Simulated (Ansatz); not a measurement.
Cartesian coordinates in Å:
```
C -0.143 1.179 -0.361
O 0.530 0.255 0.499
C 0.168 -1.023 0.359
F 0.382 -1.477 -0.891
F -1.144 -1.208 0.593
Cl 1.097 -2.000 1.490
H 0.058 0.948 -1.408
H 0.269 2.154 -0.112
H -1.217 1.171 -0.170
```

Total charge 0; spin multiplicity 1.

Question: List the B3LYP/def2-TZVPP orbital energies in eV (the Gaussian-basis code of Ansatz). (An estimate is asked.)

Answer: The calculation gave: Occupied: -2763.08, -672.70, -672.70, -522.17, -284.33, -278.81, -257.82, -196.92, -196.66, -196.66, -35.61, -33.62, -30.15, -23.98, -20.54, -18.29, -16.41, -16.00, -15.51, -13.48, -13.20, -12.59, -12.28, -11.79, -11.24, -10.47, -9.44, -9.17, -8.99. Lowest empty: 0.17, 1.12, 1.90, 2.44, 2.67, 3.43, 3.94, 4.42.

B3LYP here is the variant with VWN-RPA as its local correlation; programs differ in this.
